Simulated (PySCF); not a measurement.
Phosphorus: a sound run and one with changed settings

Sound run: P [Ne] 3s2 3p3, P+ [Ne] 3s2 3p2. Computed with PySCF 2.14 in cc-pV(D+d)Z, with no relativity, point nucleus. In the sound run the correlated levels freeze [Ne]. The sound run starts from symmetry-adapted Hartree-Fock orbitals and uses a fine grid where one is needed.

A second run was set up differently.

```tsv
species	method	sound run (hartree)	changed run (hartree)	converged
P	UHF	-340.70905	-336.86877	yes
P	LDA	-339.98225	-336.04658	yes
P	r2SCAN	-341.23484	-337.34401	yes
P	MP2	-340.77357	-336.86877	yes
P+	UHF	-340.34417	-336.62453	yes
P+	LDA	-339.59459	-335.77920	yes
P+	r2SCAN	-340.84371	-337.06976	yes
P+	MP2	-340.39448	-336.63238	yes
P+	CCSD(T)	-340.41703	-336.63868	yes
```

Ionisation energy of P:

```tsv
method	sound run (eV)	changed run (eV)
UHF	9.929	6.646
LDA	10.549	7.276
r2SCAN	10.643	7.463
MP2	10.316	6.433
SCS-MP2	10.174	6.390
```

What was changed?
A. too few SCF iterations
B. angular grid far too coarse
C. minimal basis
D. a valence shell is frozen

C. It used basis STO-3G. A minimal basis cannot let orbitals breathe on ionisation and holds almost no correlation.
